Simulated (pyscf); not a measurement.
PySCF, gas phase, ωB97X-D3(BJ)/def2-SVP geometries.

Question: H₂Se + Cl–Sn(Cl)(Cl)–Cl → Cl–Sn(Cl)(Cl)–SeH + hydrogen chloride (HCl)
Surface: singlet. Broken: H–Se, Cl–Sn. Formed: Se–Sn, Cl–H. Give ΔE‡ and ΔE from ωB97M-D3(BJ)/def2-TZVP, relative to the separated reactants.

Answer: ΔE‡ = 20.3 kcal/mol, ΔE = +0.4 kcal/mol. Zero-point energy shifts the barrier by -0.3 kcal/mol. It is a four-centre exchange, with an imaginary mode of 778i cm⁻¹. On the reactant side the descent ends in an adduct with a Se–Sn contact, 7.0 kcal/mol under the separated species and 20.5 kcal/mol under the saddle at ωB97X-D3(BJ)/def2-TZVP. What is counted as formed (Se–Sn) is already present as a longer contact in the reactant adduct; forming that adduct is a step of its own. At ωB97X-D3(BJ)/def2-TZVP the barrier from the zero used here is 13.4 kcal/mol. This is the saddle that the search found; another between the same sides may lie lower. Elements up to Kr have no core potential and no relativistic terms here. Elements past Kr carry the def2 core potentials, without spin-orbit coupling.
